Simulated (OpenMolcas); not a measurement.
# NO2 (nitrogen dioxide): UTPSSh/Sadlej_pVTZ (PCM tetrahydrofuran, tessera area 0.2)

Wanted: energy and forces of NO2 (nitrogen dioxide). 

The calculation is run with OpenMolcas 26.06.

1 further run of the same task is left out (it didn't finish).

## 1. The system as given

NO2 has 3 atoms, charge 0, and is taken as a doublet. SMILES: `[O]N=O`. The shape is that of a GFN2-xTB optimisation.

Bond lengths: O1–N2 1.181 Å, N2–O3 1.181 Å. Angles: O1–N2–O3 137.9°.

## 2. Energy and forces at UTPSSh/Sadlej_pVTZ (PCM tetrahydrofuran, tessera area 0.2)

The input, mol.input:

```
>>> EXPORT MOLCAS_PRINT=2

&GATEWAY
 BasisSet
 O.Sadlej_pVTZ....
 O1 0.201690 -1.092400 -0.004860 angstrom
 O3 0.046180 1.100790 0.141070 angstrom
 End of Basis
 BasisSet
 N.Sadlej_pVTZ....
 N2 -0.247880 -0.008390 -0.136210 angstrom
 End of Basis
 RF-Input
 PCM-Model
 Solvent=tetrahydrofuran
 AAre=0.2
 End of RF-Input

&SEWARD

&SCF
 UHF
 Spin
 2
 KSDFT
 HYB_MGGA_XC_TPSSH
 Iterations
 75
 S-GEK
 PrOrbitals
 1 1

&ALASKA
```

Launch:

```bash
$ export MOLCAS_MEM=1860
$ pymolcas mol.input > mol.log
```

The program printed:

```text
--- Start Module: gateway ---
[...]
--- Stop Module: gateway /rc=_RC_ALL_IS_WELL_ ---
[...]
      Basis functions           72
[...]
--- Start Module: scf ---
[...]
       Convergence after  14 Macro Iterations
[...]
::    Total KS-DFT energy                            -205.1456410215
[...]
      Total spin, S                                     0.5016180068
[...]
      Total electronic charge=   23.000000
      Total            charge=   -0.000000
[...]
      Dipole Moment (debye):
      Origin of the operator (angstrom)=    0.0107    0.0004    0.0059
                   X= -2.9270E-01               Y= -7.7804E-03               Z= -1.6045E-01           Total=  3.3388E-01
      Quadrupole Moment (debye*angstrom):
[...]
--- Stop Module: scf /rc=_RC_ALL_IS_WELL_ ---
[...]
--- Start Module: alaska ---
[...]
 *              Molecular gradients               *
 **************************************************
  Irreducible representation: a
 ------------------------------------------------------------------------------------------
                              X                       Y                       Z
 ------------------------------------------------------------------------------------------
  O1               -3.93078555054052E-02    7.44291411177258E-02   -1.36345209543340E-02
  O3               -2.87320586388851E-02   -7.72107701359523E-02   -2.38269131761282E-02
  N2                6.81369271233425E-02    2.80689046803817E-03    3.74960249664644E-02
 ------------------------------------------------------------------------------------------
--- Stop Module: alaska /rc=_RC_ALL_IS_WELL_ ---
[...]
```

It took 14 s on 1 thread of Intel Xeon Platinum 8488C (Sapphire Rapids), shared host; peak memory 0.42 GiB.

## 3. Outcome

At UTPSSh/Sadlej_pVTZ (PCM tetrahydrofuran, tessera area 0.2):

```
                          quantity          value
                      total energy  -205.14564 Eh
                     dipole moment         0.33 D
HOMO energy (highest over α and β)       -6.89 eV
 LUMO energy (lowest over α and β)       -3.90 eV
                              ⟨S²⟩          0.753
```

**Reading.** This program's gradients are faulty for this kind of reference, so any forces in the log can't be trusted; the energy can.
